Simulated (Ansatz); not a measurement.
**A rate constant, worked out**

An elementary step of SiNH4Cl, closed shell (SiNH₄Cl ([NH2][SiH2][Cl]) → SiNH₂Cl ([NH][SiH][Cl]) + H₂; Si–H, N–H broken or loosened, H–H formed or tightened). The start structure is the reactant molecule, and the electronic barrier above it is 3.533 eV by CCSD(T) at an estimated basis limit (MP2 extrapolated from triple and quadruple zeta, plus CCSD(T) − MP2 in triple zeta). Program: Ansatz 0.2.0. Basis: def2-TZVPP and def2-QZVPP. Cores are frozen in the correlated methods. Extrapolation: Hartree–Fock as exp(−7.88 √X), correlation as X^−2.97. Harmonic wavenumbers at PBE0-D4/def2-TZVP (Ansatz 0.2.0), in cm⁻¹:

Start: 233, 243, 428, 526, 536, 759, 875, 899, 912, 940, 1585, 2262, 2271, 3604, 3697.

Saddle: 1055i, 245, 261, 303, 533, 664, 710, 835, 953, 1028, 1150, 1840, 2230, 2405, 3688.

(1) Work out the transition-state-theory rate constant at 800 K from these numbers alone (harmonic vibrations; rotation, path degeneracy and anharmonicity left out), and the Wigner tunnelling factor. Use 1 cm⁻¹ = 1.2398 × 10⁻⁴ eV and k_B = 8.617 × 10⁻⁵ eV/K.

No T1 diagnostic of these runs exceeds 0.017.

Answers

(1) Zero-point energies, half the sums: start 19770/2 cm⁻¹ = 1.2256 eV; saddle, real modes only, 16845/2 cm⁻¹ = 1.0443 eV.
Barrier with zero-point energy: 3.533 + 1.0443 − 1.2256 = 3.3517 eV.
k_BT = 0.06894 eV, so the barrier is 48.62 k_BT.
Vibrational partition functions from the zero-point level, ln q = −Σ ln(1 − exp(−hν/k_BT)): start 4.969, saddle 4.880.
k = (k_BT/h) exp(ln q‡ − ln q) exp(−E0/k_BT), with log₁₀(k_BT/h in s⁻¹) = 13.22: log₁₀ k = 13.22 + (-0.089 − 48.62)/2.3026 = -7.93, so k ≈ 1 × 10^(-8) s⁻¹.
Wigner factor: 1 + (hν‡/k_BT)²/24 = 1 + (1.90)²/24 = 1.15. A change of 1 kcal/mol (0.043 eV) in the barrier would change k by a factor of 1.9 at this temperature.

Labels in which every atom is bracketed show which atoms are joined, not bond orders.

For scale, one of the runs: CCSD(T)/def2-TZVPP, 171 basis functions, launched by `ansatz run in.yaml --threads 2 --pin off --events-out ev --progress --plain --max-ram 4352MiB`. Hardware: 2 CPU threads of an Arm Neoverse V2, shared host. Wall time 20 s; peak host memory 1.4 GiB.
